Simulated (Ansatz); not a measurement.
# CH2BN (SMILES BC#N): levels of theory compared

Aim: a comparison of 6 runs (HF/STO-3G, BLYP/STO-3G, RPA@PBE/STO-3G, MP2/STO-3G, CCSDT/STO-3G, UCCSD(T)/STO-3G) of CH2BN. 

The calculation is run with Ansatz 0.2.0.

73 further runs of the same task are left out: 73 set aside as unsound or not needed.

## Step 1: The system as given

CH2BN: 5 atoms, total charge 0, spin state singlet. SMILES: `BC#N`. The C2–B1 distance was set to 3.804 Å, away from the relaxed value. At this shape a bond of the SMILES string is far longer than usual.

Bond lengths: C2–N3 1.154 Å, B1–H4 1.189 Å, B1–H5 1.189 Å. Angles: H4–B1–H5 122.2°.

## Step 2: The energy at HF/STO-3G (run 1)

molecule.yaml reads:

```yaml
crystal:
  periodic: [false, false, false]
  atoms:
    - symbol: B
      position_ang: [-1.077066, 2.148332, -1.590823]
    - symbol: C
      position_ang: [0.352700, -0.696700, 0.490700]
    - symbol: N
      position_ang: [0.786500, -1.559600, 1.122200]
    - symbol: H
      position_ang: [-1.602166, 1.894432, -2.626523]
    - symbol: H
      position_ang: [-0.983766, 3.261032, -1.183623]
basis:
  gaussian:
    orbitals: STO-3G
total_charge: 0
hamiltonian:
  xc: hf
accuracy: high
```

Launch:

```
$ ansatz run molecule.yaml --threads 1 --pin off --max-ram 2610MiB --events-out events.jsonl --progress --plain --runs-dir runs
```

The program printed:

```text
Warning: RAYON_NUM_THREADS=1 ignored (pool sized by the plan → 1); use --threads N
Functional definition: HF
  name "HF"
  exchange = exact_x
  correlation = 0
261 factors; integrals over basis functions are off by at most 1.4e-8 eV
mean field evaluation 1: about -3159.9859 eV, gradient 2.5e1 eV
mean field evaluation 2: about -3159.9835 eV, gradient 2.5e1 eV
mean field evaluation 4: about -3161.6134 eV, gradient 1.2e1 eV
mean field evaluation 8: about -3163.5108 eV, gradient 5.5e-1 eV
mean field evaluation 16: about -3163.5117 eV, gradient 1.0e-8 eV
mean field -3163.51173529 eV, -116.2569119665 hartree, gradient 4.3e-8 eV, S^2 0.000000; 0 other end points of the search recorded, 0 dependent functions left out
reference -3163.51173529 eV, -116.2569119665 hartree; 10, 10 occupied and 7, 7 virtual orbitals, 261 factors
Total energy: -3163.51173529 eV, -116.2569119665 hartree
```

It took 0.08 s on 1 thread of Arm Neoverse V1, shared host.

## Step 3: A single-point energy at BLYP/STO-3G (run 2)

input.yaml reads:

```yaml
basis:
  gaussian:
    orbitals: STO-3G
crystal:
  periodic: [false, false, false]
  atoms:
    - symbol: B
      position_ang: [-1.077066, 2.148332, -1.590823]
    - symbol: C
      position_ang: [0.352700, -0.696700, 0.490700]
    - symbol: "N"
      position_ang: [0.786500, -1.559600, 1.122200]
    - symbol: H
      position_ang: [-1.602166, 1.894432, -2.626523]
    - symbol: H
      position_ang: [-0.983766, 3.261032, -1.183623]
hamiltonian:
  xc: {name: BLYP}
accuracy: high
```

Launch:

```
$ ansatz run input.yaml --threads 1 --pin off --max-ram 2610MiB --events-out events.jsonl --progress --plain --runs-dir runs
```

The program printed:

```text
Warning: RAYON_NUM_THREADS=1 ignored (pool sized by the plan → 1); use --threads N
Functional definition: BLYP
  name "BLYP"
  parameter beta = 0.0042
  parameter a = 0.04918
  parameter b = 0.132
  parameter c = 0.2533
  parameter d = 0.349
  exchange = b88_x(beta = beta)
  correlation = lyp_c(a = a, b = b, c = c, d = d)
261 factors; integrals over basis functions are off by at most 1.4e-8 eV
mean field evaluation 1: about -3177.9400 eV, gradient 2.1e1 eV
mean field evaluation 2: about -3041.0283 eV, gradient 1.0e2 eV
mean field evaluation 4: about -3178.8243 eV, gradient 1.4e1 eV
mean field evaluation 8: about -3178.7460 eV, gradient 1.4e1 eV
mean field evaluation 16: about -3184.6061 eV, gradient 2.4e-8 eV
mean field -3184.60608649 eV, -117.0321150749 hartree, gradient 3.3e-8 eV, S^2 0.000000; 0 other end points of the search recorded, 0 dependent functions left out
reference -3184.60612556 eV, -117.0321165107 hartree; 10, 10 occupied and 7, 7 virtual orbitals, 261 factors
Total energy: -3184.60612556 eV, -117.0321165107 hartree
```

Wall time 0.93 s (1 thread of Arm Neoverse V1, shared host).

Runs 3 to 5 aren't shown in full; the table further down has their settings and results.

## Step 4: A single-point energy at UCCSD(T)/STO-3G (run 6)

run.yaml reads:

```yaml
crystal:
  periodic: [false, false, false]
  atoms:
    - symbol: B
      position_ang: [-1.077066, 2.148332, -1.590823]
    - symbol: C
      position_ang: [0.352700, -0.696700, 0.490700]
    - symbol: "N"
      position_ang: [0.786500, -1.559600, 1.122200]
    - symbol: H
      position_ang: [-1.602166, 1.894432, -2.626523]
    - symbol: H
      position_ang: [-0.983766, 3.261032, -1.183623]
basis:
  gaussian: {orbitals: STO-3G}
magnetization: {spin_polarized: true}
accuracy: high
correlation: {method: ccsd_t, frozen_orbitals: {B: 1, C: 1, H: 0, "N": 1}}
scf: {omitted_lower_state_checks: [cluster_reference, increment]}
```

Launch:

```
$ ansatz run run.yaml --threads 1 --pin off --max-ram 2610MiB --events-out events.jsonl --progress --plain --runs-dir runs
```

The program printed:

```text
Warning: RAYON_NUM_THREADS=1 ignored (pool sized by the plan → 1); use --threads N
[... 4 set-up lines as earlier in the session ...]
these checks for a lower state are left out or cut short: cluster_reference, increment
261 factors; integrals over basis functions are off by at most 1.4e-8 eV
mean field evaluation 1: about -3159.9859 eV, gradient 1.8e1 eV
mean field evaluation 2: about -3159.9835 eV, gradient 1.8e1 eV
mean field evaluation 4: about -3161.6134 eV, gradient 8.5e0 eV
mean field evaluation 8: about -3163.5108 eV, gradient 3.9e-1 eV
mean field evaluation 16: about -3163.5146 eV, gradient 4.9e-3 eV
mean field evaluation 32: about -3167.9477 eV, gradient 2.4e0 eV
mean field evaluation 64: about -3167.4330 eV, gradient 7.2e0 eV
mean field evaluation 96: about -3165.7208 eV, gradient 3.8e0 eV
mean field evaluation 128: about -3163.5117 eV, gradient 5.9e-3 eV
mean field -3168.14966633 eV, -116.4273527885 hartree, gradient 2.9e-8 eV, S^2 1.440316; 8 other end points of the search recorded, 0 dependent functions left out
3 core orbitals not correlated: weight in the atoms' cores, before any rotation towards them, 1.000 or more for the frozen orbitals, at most 0.000 for the correlated occupied ones
reference -3168.14966633 eV, -116.4273527885 hartree; 7, 7 occupied and 7, 7 virtual orbitals, 261 factors
second order -3.28805267 eV of doubles, -0.00000000 eV of singles
cycle   1  -3.72862427 eV  change   -4.4e-1 eV  update   1.1e-1
cycle   2  -4.46712694 eV  change   -7.4e-1 eV  update   7.3e-2
cycle   3  -4.84323054 eV  change   -3.8e-1 eV  update   4.5e-2
cycle   4  -4.93156381 eV  change   -8.8e-2 eV  update   2.4e-2
cycle   5  -4.95935732 eV  change   -2.8e-2 eV  update   1.1e-2
cycle   6  -4.98616964 eV  change   -2.7e-2 eV  update   6.7e-3
cycle   7  -4.98970652 eV  change   -3.5e-3 eV  update   2.3e-3
cycle   8  -4.99428668 eV  change   -4.6e-3 eV  update   1.2e-3
cycle   9  -4.99354290 eV  change    7.4e-4 eV  update   6.7e-4
cycle  10  -4.99243033 eV  change    1.1e-3 eV  update   3.3e-4
cycle  11  -4.99216560 eV  change    2.6e-4 eV  update   1.7e-4
cycle  12  -4.99201861 eV  change    1.5e-4 eV  update   1.3e-4
cycle  13  -4.99199199 eV  change    2.7e-5 eV  update   1.1e-4
cycle  14  -4.99198493 eV  change    7.1e-6 eV  update   1.0e-4
cycle  15  -4.99209365 eV  change   -1.1e-4 eV  update   7.1e-5
cycle  16  -4.99212205 eV  change   -2.8e-5 eV  update   2.7e-5
cycle  17  -4.99215262 eV  change   -3.1e-5 eV  update   7.8e-6
cycle  18  -4.99216667 eV  change   -1.4e-5 eV  update   3.8e-6
cycle  19  -4.99218129 eV  change   -1.5e-5 eV  update   1.9e-6
cycle  20  -4.99218449 eV  change   -3.2e-6 eV  update   5.6e-7
cycle  21  -4.99218553 eV  change   -1.0e-6 eV  update   2.7e-7
cycle  22  -4.99218583 eV  change   -3.0e-7 eV  update   1.2e-7
cycle  23  -4.99218608 eV  change   -2.5e-7 eV  update   5.7e-8
cycle  24  -4.99218573 eV  change    3.5e-7 eV  update   9.7e-8
cycle  25  -4.99218541 eV  change    3.2e-7 eV  update   6.1e-8
cycle  26  -4.99218545 eV  change   -3.7e-8 eV  update   3.1e-8
cycle  27  -4.99218544 eV  change    6.2e-9 eV  update   1.2e-8
cycle  28  -4.99218544 eV  change    6.8e-9 eV  update   5.8e-9
cycle  29  -4.99218543 eV  change    8.7e-9 eV  update   4.4e-9
cycle  30  -4.99218542 eV  change    5.0e-9 eV  update   3.6e-9
cycle  31  -4.99218542 eV  change    1.1e-9 eV  update   3.0e-9
cycle  32  -4.99218542 eV  change  -7.5e-11 eV  update   2.2e-9
cycle  33  -4.99218542 eV  change    2.2e-9 eV  update   1.5e-9
cycle  34  -4.99218542 eV  change  -4.6e-10 eV  update  8.4e-10
cycle  35  -4.99218542 eV  change  -7.2e-10 eV  update  4.7e-10
cycle  36  -4.99218542 eV  change   -1.7e-9 eV  update  2.5e-10
cycle  37  -4.99218542 eV  change  -9.4e-10 eV  update  1.3e-10
perturbative correction -0.02668297 eV, -0.0009805809 hartree
Total energy: -3173.16853472 eV, -116.6117927999 hartree
Checks for a lower state left out: cluster_reference, increment
```

Run time: 0.44 s. Hardware: 1 thread of Arm Neoverse V1, shared host.

## Step 5: Overview of the runs

```csv
run,level,frozen core orbitals,energy (Eh),wall time
1,HF/STO-3G,–,-116.256912,0.08 s
2,BLYP/STO-3G,–,-117.032117,0.93 s
3,RPA@PBE/STO-3G,3,-116.682769,1.4 s
4,MP2/STO-3G,3,-116.516487,0.1 s
5,CCSDT/STO-3G,3,-116.612708,0.73 s
6,UCCSD(T)/STO-3G,3,-116.611793,0.44 s
```

## Step 6: Summary of results

| quantity | value |
| --- | --- |
| run 6: total energy | -116.61179 Eh |
| run 6: correlation energy (3 core orbitals frozen) | -184.4 mEh |
| run 6: (T) correction | -0.98 mEh |
| run 6: ⟨S²⟩ of the reference determinant | 1.440 |
| run 6: T1 diagnostic | 0.076 |

In words: Below the HF energy at the same shape and in the same basis (STO-3G): MP2 -259.6 mEh; CCSDT -355.8 mEh; UCCSD(T) -354.9 mEh. Some of these start from another determinant than that one, so these aren't their correlation energies. In runs 3, 4, 5 the log says that unrestricted orbitals would lower the reference, so the values rest on an unstable closed-shell determinant (other closed-shell runs at this shape may share the fault). In runs 1, 2, 3, 4, 5, 6 the basis is minimal, so the values are rough. Spin contamination of the reference: run 6 ⟨S²⟩ = 1.44. Where it is this large, the reference is a mixture of spin states, and values that rest on it are in doubt. All runs together took 3.7 s, the longest 1.4 s.
